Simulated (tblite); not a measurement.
Species: C6H6 (charge +1 and doublet state).
Numbering: `[CH2:1]=[C:2]1[CH:3]=[CH:4][C:5]1[CH2+:6]` (hydrogens: H7, H8 on C1; H9 on C3; H10 on C4; H11, H12 on C6)

Geometry (GFN2-xTB, Å), atoms numbered from 1 in this order:
```xyz
12
C6H6 angstrom
C      1.5816   -1.1582    0.4497
C      0.7515   -0.1364    0.1809
C      0.9130    1.2475   -0.1696
C     -0.4776    1.4566   -0.2260
C     -0.7581    0.0895    0.1149
C     -1.8708   -0.6421    0.2930
H      1.2109   -2.1351    0.7186
H      2.6524   -1.0302    0.3981
H      1.7691    1.8827   -0.3172
H     -1.0947    2.3146   -0.4295
H     -2.8485   -0.2078    0.1488
H     -1.8276   -1.6819    0.5769
```

Computed values, GFN2-xTB/tblite, gas phase, harmonic and unscaled. Errors from tens to a few hundred cm⁻¹ against measured bands are possible. One conformer, not necessarily the lowest. Open shells enter through the occupations alone, without spin polarisation, and single modes of such species can be off by tens of per cent. The optimisation stopped once no atom felt more than 0.01 eV/Å.

Lowest wavenumbers of the output (negative numbers stand for imaginary wavenumbers):
```
mode    cm-1
  1     -83.3
  2      87.5
  3     237.7
  4     269.3
  5     399.6
  6     406.0
  7     674.6
  8     723.8
```

**Question.** Is this structure a minimum?

**Answer.** No. 1 mode is imaginary beyond 20i (83i cm⁻¹), so at this level the point lies at or near a first-order saddle.

**Question.** Which atoms move in the imaginary mode?

**Answer.** 83i: H11 (hydrogen on carbon) 24 %, H8 (hydrogen on carbon) 24 %, H12 (hydrogen on carbon) 18 %, H7 (hydrogen on carbon) 18 %. These are shares of the mass-weighted motion.

**Question.** What is the remedy?

**Answer.** Step along that mode in both directions, optimise again with tighter thresholds and repeat the frequencies. The zero-point energy of this point (56.2 kcal/mol) counts the 29 real modes alone, and thermal corrections from it aren't those of a minimum.

Hardware: an x86-64 server with one thread (shared host). This covers the Hessian and the dipole derivatives.
